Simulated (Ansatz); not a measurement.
H7Si3, SMILES `[SiH2][SiH2][SiH3]` radical, relaxed with UKS PBE-D4/def2-SVP in the Gaussian-basis code of Ansatz from a rough embedded geometry. The force threshold is 0.03 eV/Å; the program also tests the step.

Charge 0, multiplicity 2.

Start:

```xyz
10

Si    1.938   -0.384   -0.449
Si    0.049   -0.501    0.760
Si   -1.358    0.973   -0.259
H     1.714   -0.807   -1.804
H     3.028   -1.312    0.145
H     0.307   -0.113    2.195
H    -0.532   -1.883    0.766
H    -1.677    0.574   -1.619
H    -0.782    2.384   -0.226
H    -2.685    1.068    0.491
```

(1) How much energy does the relaxation release, and in how many steps? (An estimate is asked.)

(2) Which bonds change most? (An estimate is asked.)

(3) Give the relaxed structure. (Best estimate.)

Results:

(1) Computed: 5.29 kcal/mol, in 3 steps.

(2) Computed: Si1–Si2 from 2.247 to 2.340 Å; Si2–Si3 from 2.278 to 2.354 Å; Si1–H4 from 1.437 to 1.508 Å; Si3–H8 from 1.453 to 1.506 Å.

(3) Computed: 
```xyz
10

Si    2.031   -0.492   -0.437
Si    0.031   -0.506    0.777
Si   -1.450    1.026   -0.225
H     1.834   -0.823   -1.894
H     3.149   -1.325    0.137
H     0.311   -0.097    2.200
H    -0.601   -1.880    0.803
H    -1.716    0.614   -1.649
H    -0.831    2.398   -0.229
H    -2.759    1.084    0.517
```
